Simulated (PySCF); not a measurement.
# Two-dimensional NMR puzzle

Compound of formula C6H8. Correlations simulated from computed shifts and the bond graph:

HSQC (one-bond C–H):
```tsv
δH	δC
5.95	131.3
2.88	30.5
```

COSY cross peaks (H two or three bonds apart, from the bond graph; peaks can be absent where the dihedral angle is near 90°):
```tsv
δH	δH
5.95	2.88
```

HMBC (two and three bonds, from the bond graph):
```tsv
δH	δC
5.95	131.3, 30.5
2.88	131.3
```

- coordinates at the GFN2-xTB level
- PBE0/pcSseg-1 with gauge-including orbitals
- run in PySCF 2.14.0 with density-fitted response routines
- single conformer, fast rotation and ring inversion assumed for equivalent nuclei, no solvent model, no relativistic terms

Referencing at the same level of theory: TMS for ¹H and ¹³C.

Exchangeable hydrogens are left out of these lists.

Q: Work out the connectivity.

A: 1,4-cyclohexadiene.

Atom-mapped SMILES (the numbers label the heavy atoms): `[CH:1]1=[CH:2][CH2:3][CH:4]=[CH:5][CH2:6]1`. Hydrogens are named by the atom that carries them.

δC 131.3 is C1/C2/C4/C5, an alkene CH (δH 5.95). δC 30.5 is C3/C6, an allylic sp3 CH2 (δH 2.88). COSY links 5.95–2.88.

The data come from this structure; uniqueness wasn't tested.

Shifts are as computed. Against solution values, carbons near 30 ppm lie about +3 ppm off and those near 130 ppm about +5 ppm. Of 1211 compounds with measured shifts, 218 miss one by over three times the rms of a fit or turn the order of signals round; such compounds aren't used in these exercises.
